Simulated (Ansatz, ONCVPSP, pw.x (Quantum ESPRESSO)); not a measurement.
W (Z = 74): does the ONCV potential hold in the solid?

```
Element                 : W
Generator               : ONCVPSP 4.0.1.1 (patched build)
Type                    : optimised norm-conserving Vanderbilt (ONCV)
Functional              : PBE
Relativity              : scalar-relativistic
Frozen core             : [Kr] 4d10 4f14
Valence charge          : 14
Reference configuration : 5s2 5p6 5d4 6s2
Partial waves           : 5s+6s: rc 1.90 bohr, ncon 4, nbas 9, qcut 5.6 1/bohr, 2 projectors; 5p: rc 1.60 bohr, ncon 4, nbas 8, qcut 7.9 1/bohr, 2 projectors, debl 1.7 Ha; 5d: rc 2.64 bohr, ncon 4, nbas 8, qcut 7.4 1/bohr, 2 projectors, debl 2.7 Ha
Local potential         : polynomial inside 1.25 bohr (lpopt 5, dvloc0 -1 Ha)
Core correction         : Teter function, fcfact 1.75, rcfact 1.25
```

Crystal test: bcc W in pw.x 7.5, no spin, 14³ k-points, Fermi–Dirac smearing 0.01 Ry, cutoffs 65/260 Ry. The reference is all-electron LAPW (Ansatz 0.2.0) with the same functional, mesh and smearing; V0 and B0 come from Birch–Murnaghan fits to the pressures at five volumes. Errors are pseudo minus all-electron; Δ is the rms difference of the E(V) curves that follow from these fits, minima aligned, over ±6 % about the mean V0. Mesh and smearing are coarse, so the numbers serve the comparison and aren't converged zero-temperature values; the lattice is a test structure that the element need not adopt.

All-electron: a0 = 3.184 Å (V0 = 16.15 Å³/atom), B0 = 300.6 GPa.

Q: How far does the potential miss the all-electron equation of state?

A: mean pressure error (GPa): -3.67; a0 (Å): 3.171; a0 error (%): -0.41; B0 error (%): +0.1; Δ (meV/atom): 13.0.

```json
{"V (Å³/atom)": "15.323", "P all-electron (GPa)": "17.51", "P pseudo (GPa)": "13.06"}
{"V (Å³/atom)": "15.727", "P all-electron (GPa)": "8.35", "P pseudo (GPa)": "4.35"}
{"V (Å³/atom)": "16.130", "P all-electron (GPa)": "0.30", "P pseudo (GPa)": "-3.32"}
{"V (Å³/atom)": "16.533", "P all-electron (GPa)": "-6.79", "P pseudo (GPa)": "-10.07"}
{"V (Å³/atom)": "16.936", "P all-electron (GPa)": "-13.02", "P pseudo (GPa)": "-16.00"}
```

Q: At the middle volume, how do free energy and pressure move when the wave cutoff is lowered (ecutrho kept at four times it)?

A:

```csv
cutoff (Ry),shift of F (meV/atom),shift of P (GPa)
29,+1651.4,-26.41
39,+486.1,-19.72
52,+32.0,-2.93
```

Input at the middle volume:

```
&control
  calculation='scf', prefix='x', pseudo_dir='./', outdir='./tmp', tstress=.true., disk_io='none'
/
&system
  ibrav=0, nat=1, ntyp=1, ecutwfc=65, ecutrho=260, nbnd=15,
  occupations='smearing', smearing='fd', degauss=0.01
/
&electrons
  conv_thr=1e-09, mixing_beta=0.4, electron_maxstep=70
/
ATOMIC_SPECIES
W 1.0 W.UPF
CELL_PARAMETERS angstrom
  -1.59168867 1.59168867 1.59168867
  1.59168867 -1.59168867 1.59168867
  1.59168867 1.59168867 -1.59168867
ATOMIC_POSITIONS crystal
W 0.0000 0.0000 0.0000
K_POINTS automatic
14 14 14 0 0 0
```

```bash
pw.x < W.scf.in > W.scf.out
```

Lines of the output:

```
Message from routine setup:
     using ibrav=0 with symmetry is DISCOURAGED, use correct ibrav instead
     lattice parameter (alat)  =       5.2098  a.u.
     unit-cell volume          =     108.8506 (a.u.)^3
     number of electrons       =        14.00
     number of Kohn-Sham states=           15
     kinetic-energy cutoff     =      65.0000  Ry
     charge density cutoff     =     260.0000  Ry
     scf convergence threshold =      1.0E-09
     Exchange-correlation= PBE
     number of k points=   104  Fermi-Dirac smearing, width (Ry)=  0.0100
     iteration #  1     ecut=    65.00 Ry     beta= 0.40
     total energy              =    -140.45384428 Ry
     estimated scf accuracy    <       0.04043034 Ry
     iteration #  2     ecut=    65.00 Ry     beta= 0.40
     total energy              =    -140.45466134 Ry
     estimated scf accuracy    <       0.00636269 Ry
     iteration #  3     ecut=    65.00 Ry     beta= 0.40
     total energy              =    -140.45547462 Ry
     estimated scf accuracy    <       0.00041975 Ry
     iteration #  4     ecut=    65.00 Ry     beta= 0.40
     total energy              =    -140.45549477 Ry
     estimated scf accuracy    <       0.00000566 Ry
     iteration #  5     ecut=    65.00 Ry     beta= 0.40
     total energy              =    -140.45549669 Ry
     estimated scf accuracy    <       0.00000028 Ry
     iteration #  6     ecut=    65.00 Ry     beta= 0.40
     total energy              =    -140.45549674 Ry
     estimated scf accuracy    <       0.00000001 Ry
     iteration #  7     ecut=    65.00 Ry     beta= 0.40
     total energy              =    -140.45549674 Ry
     estimated scf accuracy    <          2.1E-09 Ry
     iteration #  8     ecut=    65.00 Ry     beta= 0.40
     the Fermi energy is    21.9860 ev
!    total energy              =    -140.45549674 Ry
     estimated scf accuracy    <          2.4E-10 Ry
     smearing contrib. (-TS)   =      -0.00245276 Ry
     The total energy is F=E-TS. E is the sum of the following terms:
     one-electron contribution =     -19.09339052 Ry
     hartree contribution      =      16.67597259 Ry
     xc contribution           =     -19.46448497 Ry
     ewald contribution        =    -118.57114109 Ry
     convergence has been achieved in   8 iterations
          total   stress  (Ry/bohr**3)                   (kbar)     P=      -33.19
     Message from routine punch:
     Nothing written, as per user request (disk_io='none')
```

The run at the middle volume (104 k-points, 8 iterations) took about 18 s on one core of a shared host (Neoverse-V2, 96 threads, 742 GiB, load 37).
